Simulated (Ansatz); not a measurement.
Z-matrix (Å, degrees):
```
Al
Cl 1 2.069
Cl 1 2.069 2 120.0
Cl 1 2.069 2 120.0 3 180.0
```

Total charge 0; spin multiplicity 1.

(1) List the PBE/def2-TZVPP orbital energies in eV (Ansatz). (Estimate.)

Results:

(1) Ansatz gave: Occupied: -2739.31, -2739.31, -2739.31, -1508.93, -249.90, -249.90, -249.90, -190.55, -190.55, -190.55, -190.45, -190.45, -190.45, -190.43, -190.42, -190.42, -109.07, -71.14, -70.98, -70.98, -20.96, -20.53, -20.53, -11.53, -9.90, -9.90, -9.01, -8.56, -8.56, -8.42, -8.42, -7.95. Lowest empty: -2.11, -1.89, 0.89, 0.89, 1.62, 2.90, 2.90, 3.12.
